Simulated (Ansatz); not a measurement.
System: bcc Fe. Method: r²SCAN (Ansatz, a program for electronic structure, plane waves, PAW).

Numerical settings: plane-wave cutoff 600 eV, 20×20×20 k mesh, Fermi–Dirac smearing 0.1 eV, finite displacements, spin-polarised with parallel moments, scalar-relativistic PAW data made under PBE.

Computed at the level's own relaxed cell.

Space group Im-3m (No. 229); a = b = c = 2.866 Å, α = β = γ = 90.00°

```tsv
atom	site	symmetry	x	y	z
Fe	2a	m-3m	0.0000	0.0000	0.0000
```
(The calculation used a cell of 1 atom; values per cell refer to that cell.)

Harmonic phonon frequencies (cm⁻¹; i marks an imaginary mode):

```
q point  frequencies
-------  -----------
H        295 295 295
N        154 242 293
```

No imaginary mode appears at these points.
